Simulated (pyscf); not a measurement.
Four-centre exchange: Cl–BH–Cl + H₂O → HO–B(Cl)–Cl + H₂

Gas phase, singlet surface, charge 0. Bonds broken: B2–H4, O5–H6. Bonds formed: B2–O5, H4–H6. Single points on ωB97X-D3(BJ)/def2-SVP structures (PySCF, gas phase).

Transition state (Å):

```xyz
7

Cl    -0.5655     1.6797    -0.4997
B     -0.0125     0.0623     0.0584
Cl     1.7298    -0.1967     0.3202
H     -0.6579    -0.2118     1.2303
O     -0.6976    -1.0808    -0.7002
H     -1.0178    -0.8514     0.5062
H     -1.3301    -0.7095    -1.3338
```

One imaginary mode, 1458i cm⁻¹; descent along it reached the two sides named, in the forms told below.

```json
[
 {"bond": "B2–H4", "change": "breaks", "reactant side (Å)": "1.201", "saddle": "1.366", "product side": "3.1"},
 {"bond": "O5–H6", "change": "breaks", "reactant side (Å)": "0.974", "saddle": "1.269", "product side": "3.5"},
 {"bond": "B2–O5", "change": "forms", "reactant side (Å)": "1.675", "saddle": "1.533", "product side": "1.342"},
 {"bond": "H4–H6", "change": "forms", "reactant side (Å)": "2.9", "saddle": "1.031", "product side": "0.760"}
]
```

Electronic energies relative to the separated reactants (kcal/mol):

| level | barrier | reaction energy | reverse barrier |
|---|---|---|---|
| ωB97X-D3(BJ)/def2-TZVP | 18.4 | -27.4 | 45.8 |
| PBE/def2-TZVP | 13.5 | -27.0 | 40.5 |
| r²SCAN/def2-TZVP | 14.3 | -29.1 | 43.5 |
| B3LYP-D3(BJ)/def2-TZVP | 19.4 | -27.6 | 47.0 |
| PBE0-D3(BJ)/def2-TZVP | 14.7 | -27.1 | 41.8 |
| M06-2X/def2-TZVP | 17.7 | -29.2 | 46.9 |
| ωB97M-D3(BJ)/def2-TZVP | 18.2 | -27.5 | 45.7 |
| HF/def2-TZVP | 37.5 | -25.2 | 62.6 |

With ωB97M-D3(BJ)/def2-TZVP energies and thermal terms (ideal gas, 1 atm, RRHO with modes under 100 cm⁻¹ raised to 100, one conformer, R ln 2 for chiral ones without a mode under 150 cm⁻¹), in kcal/mol:

| T (K) | ΔH‡ | ΔG‡ | ΔH | ΔG |
|---|---|---|---|---|
| 298 | 17.1 | 27.6 | -30.2 | -28.1 |
| 600 | 16.9 | 38.5 | -29.3 | -26.2 |
| 900 | 17.4 | 49.2 | -28.4 | -24.9 |
| 1200 | 18.2 | 59.7 | -27.7 | -23.8 |

On the reactant side the descent ends in an adduct with a B–O contact, 12.1 kcal/mol under the separated species and 30.5 kcal/mol under the saddle at ωB97X-D3(BJ)/def2-TZVP. What is counted as formed (B–O) is already present as a longer contact in the reactant adduct; forming that adduct is a step of its own. At the saddle there is also a short B–H contact that neither side keeps. The same reactants have a lower exit, to HCl + HO–BH–Cl (barrier +6.5 kcal/mol at ωB97M-D3(BJ)/def2-TZVP, against +18.2 kcal/mol here). This is the saddle that the search found; another between the same sides may lie lower.
